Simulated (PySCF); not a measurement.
Rows and methods have been separated. Pair them.

Compound: N2.
Bonds: N1–N2 (triple).

The closed-shell ground state was solved 7 times with PySCF (density fitting, gas phase), always in the pcSseg-1 basis (34 functions), with these functionals: BHandHLYP, CAM-B3LYP, HF, KT2, LC-wPBE, OPBE and PBE0. Geometry: PBE0-D3(BJ)/def2-SVP; no solvent, vibrations or thermal averaging.

| row | total energy (Eh) | HOMO (eV) | LUMO (eV) |
| --- | --- | --- | --- |
| P | -108.9251 | -16.71 | 4.40 |
| Q | -109.4533 | -14.05 | 0.98 |
| R | -109.4414 | -15.13 | 2.28 |
| S | -111.2592 | -10.25 | -1.61 |
| T | -109.4730 | -13.70 | 0.89 |
| U | -109.3901 | -12.06 | -0.42 |
| V | -109.4649 | -9.97 | -1.61 |

Which functional belongs to which row?

P = HF, Q = BHandHLYP, R = LC-wPBE, S = KT2, T = CAM-B3LYP, U = PBE0, V = OPBE. By rising HOMO–LUMO gap: OPBE (GGA) 8.36 eV; KT2 (GGA) 8.64 eV; PBE0 (global hybrid, 25 % exact exchange) 11.64 eV; CAM-B3LYP (range-separated hybrid) 14.59 eV; BHandHLYP (global hybrid, 50 % exact exchange) 15.03 eV; LC-wPBE (range-separated hybrid) 17.41 eV; HF (all exact exchange) 21.11 eV. Total energies of different functionals aren't bounds to one another; each is stationary for its own functional.
